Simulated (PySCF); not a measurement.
Compound: ethynylalumane, C2H3Al.
Structure used (PBE0-D3(BJ)/def2-SVP), in Å, numbered top down from 1:
```xyz
6
C2H3Al angstrom
C      1.792   -0.186   -0.407
C      0.607   -0.062   -0.135
Al    -1.250    0.130    0.288
H      2.834   -0.294   -0.653
H     -2.164   -1.163    0.311
H     -1.815    1.577    0.601
```

Lines to be assigned: C 1s: 290.08 (area 1), 290.63 (area 1) eV; Al 1s: 1567.48 eV.

Method used: PySCF, delta-SCF UKS SCAN, pcX-2 on the ionised atom, pcseg-1 elsewhere, spin-free X2C. Isolated species at its PBE0-D3(BJ)/def2-SVP geometry, gas phase.

Which carbon gives which C 1s line?

290.08 eV: C2 (alkyne carbon); 290.63 eV: C1 (terminal alkyne carbon). Lowest listed C 1s: C2, bonded to C (triple bond) and Al. Highest, 0.55 eV above it: C1, bonded to C (triple bond) and H.

Bonded neighbours of each site: C1: C (triple bond) and H; C2: C (triple bond) and Al; Al3: C and 2 H.

Which photon energy gives electrons from C 1s of C2 a kinetic energy of 150 eV, and what is their de Broglie wavelength?

hν = 290.08 + 150 = 440.08 eV, recoil neglected; λ = 12.264 Å/√(E/eV) = 1.00 Å.

Spin contamination (⟨S²⟩ against 0.75 for a pure doublet) is marked for C 1s of C1 (0.87) and C 1s of C2 (0.87), which makes these values less certain.

Hardware: one thread of an Arm Neoverse V1, on a shared host. Cost: 8.7 s wall.
